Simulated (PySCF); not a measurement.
C₃H₄FNO.
SMILES: `O=C(N)/C=C/F`

Computed with EOM-IP-CCSD/aug-cc-pVDZ in PySCF, restricted Hartree–Fock reference, frozen core, non-relativistic, gas phase, PBE0-D3(BJ)/def2-SVP geometry.

Hartree–Fock orbital energies give these Koopmans values (eV): HOMO 10.68, HOMO-1 11.53, HOMO-2 11.94, HOMO-3 15.43, HOMO-4 15.98, HOMO-5 16.46, HOMO-6 18.08, HOMO-7 18.59.

Task: What vertical ionisation energies does EOM-IP-CCSD give?

Result: 
```tsv
leading hole (HF orbital)	Koopmans (eV)	EOM-IP-CCSD (eV)	change (eV)	one-hole share
HOMO-2	11.94	10.00	-1.94	0.94
HOMO	10.68	10.22	-0.46	0.94
HOMO-1	11.53	10.45	-1.08	0.95
HOMO-3	15.43	13.77	-1.66	0.95
HOMO-5	16.46	14.44	-2.02	0.94
HOMO-4	15.98	14.56	-1.42	0.92
HOMO-6	18.08	16.07	-2.01	0.94
HOMO-7	18.59	16.55	-2.04	0.94
```

Task: Does the order of the lines follow the orbital energies?

Result: No: the HOMO-2 hole (10.00 eV) falls below the HOMO hole (10.22 eV); the HOMO-2 hole (10.00 eV) falls below the HOMO-1 hole (10.45 eV); the HOMO-5 hole (14.44 eV) falls below the HOMO-4 hole (14.56 eV). The corrections run from -2.04 to -0.46 eV, with a mean of -1.58 eV over the 8 lines; no line lies above its Koopmans value. Koopmans values leave out both the relaxation of the orbitals and the change in correlation energy.

Task: At what kinetic energies would He I light (21.22 eV) eject these electrons?

Result: 11.22 eV (HOMO-2), 11.00 eV (HOMO), 10.77 eV (HOMO-1), 7.45 eV (HOMO-3), 6.78 eV (HOMO-5), 6.66 eV (HOMO-4), 5.15 eV (HOMO-6), 4.67 eV (HOMO-7).

Task: What total energy has the lowest final state, and which wavelength reaches it?

Result: E(CCSD) + ionisation energy = -345.72411 + 0.36741 = -345.35670 Eh, at the geometry of the initial state. The threshold wavelength is 1239.84 eV nm/10.00 eV = 124.0 nm.

Lines less than 0.15 eV apart could change places at a higher level. One root was sought for each valence orbital with −ε under 21 eV, eight at most, so deeper holes and satellites are missing; no vibrational structure.

On Arm Neoverse V1, one thread, no GPU (shared host), this took 12 min of wall time and 3.1 GiB of memory at its peak.

The values belong to the conformer `[NH2:1][C:2](=[O:3])/[CH:4]=[CH:5]/[F:6]`: N1–C2–C4–C5 179°, H–N1–C2–O3 0°, H–N1–C2–O3 180°.
